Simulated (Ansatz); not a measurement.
**BSiCl (singlet): the correlation ladder at a displaced geometry (v1), cc-pVDZ**

One table from this session's results is given with a row withheld; the runs are named, their logs left out.

Method: cc-pVDZ, core rule «outside noble gas», up to 11 orbitals frozen; program: Ansatz 0.2.0, Gaussian basis.

Plan: UHF; CCSD(T) on RHF; CCSD(T) on UHF; BCCD(T) on RHF; CISD; CCSDT(Q) on RHF; CCSDT(Q) on UHF.

27 further runs of the same task are left out: 1 for a known fault of the program, 16 that didn't finish, 10 set aside as unsound or not needed.

**The geometry**

The geometry is a PBE0/def2-TZVP stationary point (not a proven minimum) with its atoms shifted at random (size 0.040 Å).

3 atoms, charge 0, spin multiplicity 1.

Atoms are counted from 1 here; the program's logs count them from 0.

Bond lengths: Cl1–B2 1.697 Å, B2–Si3 1.940 Å. Angles: Cl1–B2–Si3 177.3°.

The first run:

Input file in.yaml:

```yaml
crystal:
  periodic: [false, false, false]
  atoms:
    - {symbol: Cl, position_ang: [-0.015433, -0.009008, 1.777269]}
    - {symbol: B, position_ang: [-0.016266, -0.025151, 0.080753]}
    - {symbol: Si, position_ang: [0.031698, 0.034159, -1.858022]}
basis:
  gaussian: {orbitals: cc-pVDZ}
magnetization: {spin_polarized: true, initial_magnetization: 0}
hamiltonian: {xc: hf}
output: {orbitals: {seedname: orbitals}}
```

Started as:

```
ansatz run in.yaml --threads 1 --pin off --events-out ev --progress --plain --max-ram 2393MiB
```

Steps of the session up to this table: UHF; CCSD(T) on RHF; CCSD(T) on UHF; BCCD(T) on RHF; CISD; CCSDT(Q) on RHF; CCSDT(Q) on UHF.

One table of the session follows, with a row left open; its other results are not shown here.

| method | from RCCSDT(Q) (meV) |
| --- | --- |
| RHF | ? |
| UHF | +8224.4 |
| RMP2 | +1563.0 |
| UMP2 | +1035.1 |
| CISD | +1535.6 |
| RCCSD | +512.1 |
| UCCSD | +53.6 |
| RCCSD(T) | +167.7 |
| UCCSD(T) | -284.7 |
| BCCD(T) | +165.2 |
| RCCSDT | +80.9 |
| UCCSDT | -463.3 |
| RCCSDT(Q) | 0 |
| UCCSDT(Q) | -562.7 |

Q: Estimate the row for RHF from the others.

**Answer.** from RCCSDT(Q) (meV): +9112.2. In the column «from RCCSDT(Q) (meV)» it is the highest.

The program flags UCCSD(T), RCCSDT(Q), UCCSDT(Q) as in doubt (see the logs), so the zero of the table is itself unsure.

Limits of these values: The determinant is far from a pure spin state, so its energy mixes those of several spin states (harmless only where they are near-degenerate, as at dissociation). The report flags that the cluster equations may have other roots. The program flags UCCSD(T), RCCSDT(Q), UCCSDT(Q) as in doubt, so the zero of the table is itself unsure. Warnings: restricted reference is unstable; spin contamination. Restricted and unrestricted rows rest on different reference determinants; where their highest levels disagree by more than a few hundredths of an eV, they describe different states and don't form one ladder.
